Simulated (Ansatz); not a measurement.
# Al2HN: the cost of one run

Program: Ansatz 0.2.0, Gaussian basis. Level of theory: cc-pVTZ, all electrons in the functionals, frozen cores in the correlation of double hybrids and RPA. These are calculated values, not measurements.

The runs, in order: PBE, r2SCAN, PBE0, B3LYP, wB97M-V, B2PLYP, PBE-QIDH, RPA-PBE, at charge 0, singlet; charge 1, doublet.

1 further run of the same task is left out (set aside as unsound or not needed). Runs told in other sessions of the task aren't counted.

## 1. The geometry

The geometry is a PBE0/def2-TZVP stationary point (not a proven minimum).

4 atoms, charge 0, spin multiplicity 1.

Atoms are counted from 1 here; the program's logs count them from 0.

Bond lengths: Al2–N3 1.637 Å, N3–H4 1.000 Å. Angles: Al2–N3–H4 180.0°.

No dispersion term is added; wB97M-V holds VV10 nonlocal correlation. B3LYP takes the VWN-RPA correlation.

The geometry shown and the zero of energy belong to the point charge 0, singlet. The yardstick, UCCSD(T), and other wave-function levels (R restricted, U unrestricted, valence and pair active spaces) come from earlier runs.

## 2. PBE, charge 0, singlet

Input file in.yaml:

```yaml
crystal:
  periodic: [false, false, false]
  atoms:
    - {symbol: Al, position_ang: [0.000000, 0.000000, -3.130600]}
    - {symbol: Al, position_ang: [0.000000, 0.000000, -0.381202]}
    - {symbol: N, position_ang: [0.000000, 0.000000, 1.255893]}
    - {symbol: H, position_ang: [0.000000, 0.000000, 2.255908]}
basis:
  gaussian: {orbitals: cc-pVTZ}
magnetization: {spin_polarized: true, initial_magnetization: 0}
hamiltonian: {xc: {name: PBE}}
output: {orbitals: {seedname: orbitals}}
```

The run is started by

```sh
$ ansatz run in.yaml --threads 1 --pin off --events-out ev --progress --plain --max-ram 3968MiB --backend cpu
```

What time and memory should one allow on 1 thread of AMD EPYC 7R13, shared host?

About 12 s, with a peak of 0.26 GiB.
